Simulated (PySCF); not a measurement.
Compound: C5H7N.
Numbering: `[CH3:1][c:2]1[cH:3][cH:4][cH:5][nH:6]1` (hydrogens: H7, H8, H9 on C1; H10 on C3; H11 on C4; H12 on C5; H13 on N6)

Level of theory: PySCF 2.14.0, PBE/def2-SVP geometry optimisation, gas phase.

Question: List the bond lengths and angles at this level.

Answer: 
| bond | length (bohr) |
| --- | --- |
| C1–C2 | 2.827 |
| C2–C3 | 2.636 |
| C3–C4 | 2.702 |
| C4–C5 | 2.626 |
| C5–N6 | 2.607 |
| C2–N6 | 2.611 |
| C1–H7, C1–H8, C1–H9 | 2.098 |
| C3–H10 | 2.072 |
| C4–H11 | 2.071 |
| C5–H12 | 2.070 |
| N6–H13 | 1.925 |

Bonds in one row agree within 0.02 bohr and their mean is given. A selection of angles:
| angle | degrees |
| --- | --- |
| C2–C1–H7 | 112.5 |
| C2–C1–H8 | 109.9 |
| H7–C1–H8 | 107.3 |
| C1–C2–C3 | 131.2 |
| C1–C2–N6 | 122.2 |
| C3–C2–N6 | 106.6 |
| C2–C3–C4 | 108.0 |
| C2–C3–H10 | 125.0 |
| C4–C3–H10 | 127.0 |
| C3–C4–C5 | 107.2 |
| C3–C4–H11 | 127.0 |
| C5–C4–H11 | 125.8 |
| C4–C5–N6 | 107.5 |
| C4–C5–H12 | 131.2 |
| N6–C5–H12 | 121.3 |
| C5–N6–H13 | 124.8 |
| C2–N6–C5 | 110.7 |
| C2–N6–H13 | 124.5 |

The 5-membered ring C2–C3–C4–C5–N6 has internal angles of 106.6° to 110.7°; it is planar, 0.00 Å rms from its mean plane, widest ring torsion 0°. The C–C distances run from 1.390 Å (C4–C5, aromatic) to 1.496 Å (C1–C2, drawn single), a spread of 0.106 Å. N6 (pyrrole-type nitrogen) is planar (angles 124.8°, 124.5° and 110.7°, sum 360.0°, 0.00 Å off the plane of its three neighbours). The 6 heavy atoms lie in one plane (0.000 Å rms).

Point group: Cs (tolerance 0.08 Å). Not checked by PBE/def2-SVP frequencies.
